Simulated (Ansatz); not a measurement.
## Match the barriers

Saddle point of CH10Si2, singlet (CH₆Si ([CH3][SiH3]) + SiH₄ → CH₆Si ([CH3][SiH3]) + SiH₄; bonds formed: Si1–H7, C2–Si6; bonds broken: Si1–C2, Si6–H7), PBE0-D4/def2-TZVP structure:

```
13
angstrom
Si -0.7924 0.8617 -0.7506
C 0.5014 -0.8192 -0.6933
H -1.4340 0.1233 -1.9026
H -0.1286 2.0086 -1.4278
H -1.9920 1.1481 0.0884
Si 0.3384 -0.2090 1.3326
H 0.0941 1.2985 0.6163
H 1.6335 0.3403 1.8182
H 0.4773 -1.6864 1.6185
H -0.8896 0.1042 2.1194
H 0.7549 -0.3661 -1.6620
H 1.4960 -1.0678 -0.2968
H -0.0588 -1.7359 -0.8603
```

Program: Ansatz 0.2.0. Basis: def2-TZVPP, with def2-QZVPP for the basis limit. Cores are frozen in the correlated methods. Extrapolation: Hartree–Fock as exp(−7.88 √X), correlation as X^−2.97. Four methods, as single points on the PBE0-D4 structures, gave these electronic barriers from the start structure: 2.756, 2.916, 3.118, 3.963 eV.

**Question.** The methods were, in alphabetical order, HF, MP2, PBE-D4, r2SCAN-D4. Which gave which? (Judge from chemistry; the calculation decides.)

**Answer.** The calculation gives: PBE-D4 2.756; r2SCAN-D4 2.916; MP2 3.118; HF 3.963 eV. For comparison, CCSD(T) at an estimated basis limit (MP2 extrapolated from triple and quadruple zeta, plus CCSD(T) − MP2 in triple zeta) gives 3.101 eV.

The T1 diagnostic stays at or below 0.012.

Ligand swaps between two centres remove the fluorinated layer in thermal atomic layer etching, and scramble precursors in the gas phase.

Labels in which every atom is bracketed show which atoms are joined, not bond orders.

For scale, one of the runs: CCSD(T)/def2-TZVPP, 255 basis functions, launched by `ansatz run in.yaml --threads 4 --pin off --events-out ev --progress --plain --max-ram 9574MiB`. The run took 100 s on 4 CPU threads of an Arm Neoverse V1 (shared host), with 5.3 GiB of host memory at its peak.
